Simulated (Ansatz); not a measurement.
Input file:

```yaml
crystal:
  periodic: [false, false, false]
  atoms:
    - {symbol: P, position_ang: [0.089484, -0.052064, 0.000000]}
    - {symbol: H, position_ang: [0.205434, -0.052064, -1.514668]}
    - {symbol: H, position_ang: [-2.341903, 2.834358, 0.000000]}
    - {symbol: H, position_ang: [-0.818773, -1.130302, 0.000000]}
    - {symbol: H, position_ang: [0.205434, -0.052064, 1.514668]}
basis:
  gaussian: {orbitals: 6-31G}
magnetization: {spin_polarized: false, initial_magnetization: 1}
correlation: {method: ccsdtq, electrons: outside_noble_gas}
```

```sh
$ ansatz run in.yaml --threads 1 --pin off --events-out ev --progress --plain --max-ram 2393MiB
```

Output:

```
437 factors; integrals over basis functions are off by at most 3.5e-8 eV
mean field evaluation 1: about -9325.6942 eV, gradient 1.0e1 eV
mean field evaluation 2: about -9325.6947 eV, gradient 1.0e1 eV
mean field evaluation 4: about -9327.6634 eV, gradient 1.5e0 eV
mean field evaluation 8: about -9327.6825 eV, gradient 9.6e-2 eV
mean field evaluation 16: about -9327.6770 eV, gradient 5.1e-1 eV
mean field evaluation 32: about -9301.3349 eV, gradient 7.2e0 eV
mean field evaluation 64: about -9321.4238 eV, gradient 7.2e-2 eV
mean field -9327.68276146 eV, -342.7860189532 hartree, gradient 2.6e-6 eV, S^2 0.750000; 1 other end points of the search recorded, 0 dependent functions left out
mean field evaluation 96: about -9327.6078 eV, gradient 1.8e0 eV
mean field evaluation 128: about -9327.5352 eV, gradient 2.5e-4 eV
5 core orbitals not correlated: weight in the atoms' cores, before any rotation towards them, 1.000 or more for the frozen orbitals, at most 0.000 for the correlated occupied ones
reference -9327.68276146 eV, -342.7860189532 hartree; 5, 4 occupied and 11, 12 virtual orbitals, 437 factors
second order -1.88333698 eV of doubles, -0.00043461 eV of singles
cycle   1  -2.31696294 eV  change   -4.3e-1 eV  update   6.2e-2
...
cycle  15  -2.60898192 eV  change   -3.4e-5 eV  update   4.5e-5
cycle  16  -2.60901134 eV  change   -2.9e-5 eV  update   3.5e-5
cycle  17  -2.60901855 eV  change   -7.2e-6 eV  update   2.9e-5
cycle  18  -2.60900429 eV  change    1.4e-5 eV  update   2.7e-5
cycle  19  -2.60899364 eV  change    1.1e-5 eV  update   2.3e-5
cycle  20  -2.60900099 eV  change   -7.3e-6 eV  update   1.5e-5
cycle  21  -2.60900622 eV  change   -5.2e-6 eV  update   1.2e-5
cycle  22  -2.60900727 eV  change   -1.1e-6 eV  update   4.4e-6
cycle  23  -2.60900643 eV  change    8.5e-7 eV  update   2.1e-6
cycle  24  -2.60900571 eV  change    7.2e-7 eV  update   1.0e-6
Total energy: -9330.29176717 eV, -342.8818981447 hartree
```

For the same geometry and basis full CI lies 0.1 meV lower.

Ran on 1 thread of Intel Xeon Platinum 8488C, shared host: 28 s wall, 0.3 GiB peak host memory.
